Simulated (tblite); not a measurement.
Compound: C₅H₆N (doublet state).
Bonds: C1–C2 (double), C2–C3, C3–C4, C4–C5, C5–N6 (triple). Hydrogens: H7, H8 on C1; H9, H10 on C3; H11, H12 on C4.

A start from a force field or distance geometry was refined with GFN2-xTB geometry optimisation, gas phase (tblite). Values at the start:

```csv
coordinate,start
C1=C2,1.314 Å
C1–H7,1.086 Å
C1–H8,1.079 Å
C2–C3,1.455 Å
C3–C4,1.525 Å
C3–H9,1.098 Å
C4–C5,1.463 Å
C4–H11,1.108 Å
C5≡N6,1.167 Å
C1–C2–C3,179.2°
C2–C3–C4,111.9°
C3–C4–C5,111.7°
C4–C5–N6,178.8°
C2–C3–C4–C5,180°
```

Q: How do these coordinates change at the GFN2-xTB level?

A: 
```json
{"coordinate": "C5≡N6", "GFN2-xTB (Å or °)": "1.143", "change": "-0.024"}
{"coordinate": "C4–C5", "GFN2-xTB (Å or °)": "1.439", "change": "-0.024"}
{"coordinate": "C1=C2", "GFN2-xTB (Å or °)": "1.292", "change": "-0.022"}
{"coordinate": "C3–C4", "GFN2-xTB (Å or °)": "1.543", "change": "+0.018"}
{"coordinate": "C4–H11", "GFN2-xTB (Å or °)": "1.094", "change": "-0.014"}
{"coordinate": "C1–H7", "GFN2-xTB (Å or °)": "1.093", "change": "+0.007"}
{"coordinate": "C3–H9", "GFN2-xTB (Å or °)": "1.095", "change": "-0.003"}
{"coordinate": "C2–C3", "GFN2-xTB (Å or °)": "1.458", "change": "+0.003"}
{"coordinate": "C1–H8", "GFN2-xTB (Å or °)": "1.080", "change": "+0.001"}
{"coordinate": "C1–C2–C3", "GFN2-xTB (Å or °)": "143.0", "change": "-36.2"}
{"coordinate": "C2–C3–C4", "GFN2-xTB (Å or °)": "111.0", "change": "-0.9"}
{"coordinate": "C3–C4–C5", "GFN2-xTB (Å or °)": "110.8", "change": "-0.9"}
{"coordinate": "C4–C5–N6", "GFN2-xTB (Å or °)": "178.8", "change": "0.0"}
{"coordinate": "C2–C3–C4–C5", "GFN2-xTB (Å or °)": "-179", "change": "+1"}
```

The energy falls by 5.7 kcal/mol over 167 L-BFGS steps, the largest force on an atom goes from 3.01 to 0.007 eV/Å, and the atoms move by 0.391 Å rms after alignment. Among the bonds, C4–C5 and C5≡N6 change most and about equally (-0.024 Å). Bonds longer at the end by more than 0.005 Å: 2 of 11; shorter: 4. Rotational constants go from 23606, 1389, 1346 to 22631, 1430, 1388 MHz.

Its GFN2-xTB frequencies are all real (lowest 39 cm⁻¹). 2 starts were optimised and ended at 0.00 and 0.55 kcal/mol (GFN2-xTB); the lowest of these is shown.

Shape of the structure used: `[CH2:1]=[C:2][CH2:3][CH2:4][C:5]#[N:6]`: C1–C2–C3–C4 -132°, C2–C3–C4–C5 -179°.

One conformer stands for the species.

These are computed values.
